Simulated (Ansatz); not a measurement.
Body-centred tetragonal In

Calculation: r²SCAN+SOC (Ansatz, a program for electronic structure, PAW).

Run with plane-wave cutoff 560 eV, 24×24×24 k mesh, Fermi–Dirac smearing 0.05 eV, PAW data made under PBE.

Cell (relaxed at this level):

In has the tetragonal space group I4/mmm (No. 139), Pearson symbol tI2. Lattice parameters: a = b = 3.2446 Å, c = 4.9832 Å, α = β = γ = 90.00°. In on 2a has 12 In at 3.245–3.387 Å (cuboctahedral). (Neighbours: up to the widest gap in distance over summed covalent radii, below 1.35, at either atom.)
(The calculation used a cell of 1 atom; values per cell refer to that cell.)

```
Item                                                Value
------------------------------------------  -------------
bulk modulus B0                                  42.4 GPa
band gap                                    zero (no gap)
pressure derivative B′ of the bulk modulus            5.2
```

Measured, for comparison: bulk modulus 44.7 GPa (copied from a table, unchecked, extrapolated to 0 K and zero-point effects removed; as tabulated in Lejaeghere et al. (2013), arXiv:1204.2733). Computed (rounded) less measured: bulk modulus not scored (unchecked).

Note: the bulk modulus comes from volumes at which shape and atoms were relaxed.

Computed values are for the static lattice.
